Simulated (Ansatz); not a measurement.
Geometry optimisation, UKS BHLYP/STO-3G in Ansatz 0.2.0.

The input (input.yaml):

```yaml
crystal:
  periodic: [false, false, false]
  atoms:
    - { symbol: C, position_ang: [-0.2396, -1.1365, 0.4285] }
    - { symbol: C, position_ang: [0.412, 0.2493, 0.5073] }
    - { symbol: O, position_ang: [0.8943, 0.6393, -0.7777] }
    - { symbol: C, position_ang: [0.0933, 1.3431, -1.4485] }
    - { symbol: "N", position_ang: [-0.7779, 1.9285, -2.0467] }
    - { symbol: H, position_ang: [-0.6188, -1.4077, 1.4037] }
    - { symbol: H, position_ang: [0.408, -1.8465, -0.0011] }
    - { symbol: H, position_ang: [-1.1223, -1.0165, -0.2482] }
    - { symbol: H, position_ang: [-0.2411, 1.035, 0.9782] }
    - { symbol: H, position_ang: [1.2754, 0.1607, 1.2074] }
magnetization:
  spin_polarized: true
basis:
  gaussian: { orbitals: STO-3G }
hamiltonian:
  xc: { name: BHLYP }
relax:
  f_tol: 0.02
  max_steps: 40
```

Launched with:

```bash
$ ansatz run input.yaml --threads 1 --pin off --max-ram 2048MiB --backend cpu --events-out ev --progress --plain --runs-dir out
```

Question: Where does it end, and by what steps?

Answer: The forces met the threshold. Limits of this set-up: minimal basis. After 9 steps the energy has fallen by 0.588 eV; N5 moved furthest, 0.33 Å.

```
step  energy less start (eV)  largest force component (eV/Å)  accepted
   0                  0.0000                           6.398       yes
   1                 -0.4608                           1.975       yes
   2                 -0.5337                           0.608       yes
   3                 -0.5561                           0.418       yes
   4                 -0.5810                           0.290       yes
   5                 -0.5599                           0.729        no
   6                 -0.5874                           0.053       yes
   7                 -0.5882                           0.023       yes
   8                 -0.5884                           0.044       yes
   9                 -0.5885                           0.015       yes
```

```xyz
10
Properties=species:S:1:pos:R:3
C -0.300 -1.050 0.370
C 0.469 0.266 0.615
O 1.004 0.849 -0.633
C -0.008 1.254 -1.443
N -0.816 1.646 -2.213
H -0.622 -1.460 1.330
H 0.341 -1.779 -0.129
H -1.182 -0.869 -0.248
H -0.168 1.005 1.126
H 1.364 0.087 1.229
```

Whether the end is a true minimum wasn't checked by a vibrational analysis.

The run took 28 s on 1 thread of Arm Neoverse V2, on a shared host, peak memory 0.15 GiB.
